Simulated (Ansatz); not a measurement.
# AlSiH3 (triplet): from Hartree-Fock to the top rungs at distance Al1–H4 along a hydrogen transfer = 1.722 Å, cc-pVDZ

The task here is to estimate one member of a computed series from the others.

Computed with Ansatz 0.2.0, Gaussian basis. Level: cc-pVDZ, core rule «outside noble gas», up to 10 orbitals frozen.

The runs, in order: UHF; CCSD(T) on ROHF; CCSD(T) on UHF; BCCD(T) on ROHF; CISD; CCSDT(Q) on ROHF; CCSDT(Q) on UHF; CASSCF and MRCISD+Q, 4 electrons in 4 orbitals; CASSCF and NEVPT2, 4 electrons in 4 orbitals.

15 further runs of the same task are left out: 9 for a known fault of the program, 1 for a mislabelled method, 5 that didn't finish.

**The geometry**

The geometry derives from fragments relaxed apart (PBE0/def2-TZVP) and kept rigid, so it is no stationary point. A hydrogen atom is moved between rigid fragments.

5 atoms, charge 0, spin multiplicity 3.

Atoms are counted from 1 here; the program's logs count them from 0.

Bond lengths: Al1–H2 1.586 Å, Al1–H3 1.586 Å, Al1–H4 1.722 Å. Angles: H2–Al1–H3 120.0°, H2–Al1–H4 120.0°, H3–Al1–H4 120.0°.

Set-up of the first run:

in.yaml reads:

```yaml
crystal:
  periodic: [false, false, false]
  atoms:
    - {symbol: Al, position_ang: [-1.696460, 0.000000, 0.000000]}
    - {symbol: H, position_ang: [-2.489384, 1.373384, 0.000000]}
    - {symbol: H, position_ang: [-2.489384, -1.373384, 0.000000]}
    - {symbol: H, position_ang: [0.025540, 0.000000, 0.000000]}
    - {symbol: Si, position_ang: [1.807540, 0.000000, 0.000000]}
basis:
  gaussian: {orbitals: cc-pVDZ}
magnetization: {spin_polarized: true, initial_magnetization: 2}
hamiltonian: {xc: hf}
output: {orbitals: {seedname: orbitals}}
```

Command:

```bash
> ansatz run in.yaml --threads 1 --pin off --events-out ev --progress --plain --max-ram 2393MiB
```

Steps of the session up to this table: UHF; CCSD(T) on ROHF; CCSD(T) on UHF; BCCD(T) on ROHF; CISD; CCSDT(Q) on ROHF; CCSDT(Q) on UHF; CASSCF and MRCISD+Q, 4 electrons in 4 orbitals; CASSCF and NEVPT2, 4 electrons in 4 orbitals.

One of the session's tables, all rows but one given; the rest of the session is left out.

```
       method  from UCCSDT(Q) (kcal/mol)
         ROHF                    +114.51
          UHF                    +111.40
         RMP2                     +29.03
         UMP2                     +29.41
         CISD                     +11.66
        RCCSD                          ?
        UCCSD                      +3.20
     RCCSD(T)                      +0.86
     UCCSD(T)                      +0.86
      BCCD(T)                      +0.84
       RCCSDT                      +0.12
       UCCSDT                      +0.11
    RCCSDT(Q)                      +0.01
    UCCSDT(Q)                          0
  CASSCF pair                    +105.62
  NEVPT2 pair                     +28.68
  MRCISD pair                     +10.32
MRCISD+Q pair                      -0.16
```

Q: Estimate the row for RCCSD from the others.

The run gave: from UCCSDT(Q) (kcal/mol): +3.26. In the column «from UCCSDT(Q) (kcal/mol)» it lies between UCCSD (+3.20) and MRCISD pair (+10.32).

To keep in mind: Restricted and unrestricted rows rest on different reference determinants; where their highest levels disagree by more than a few hundredths of an eV, they describe different states and don't form one ladder.
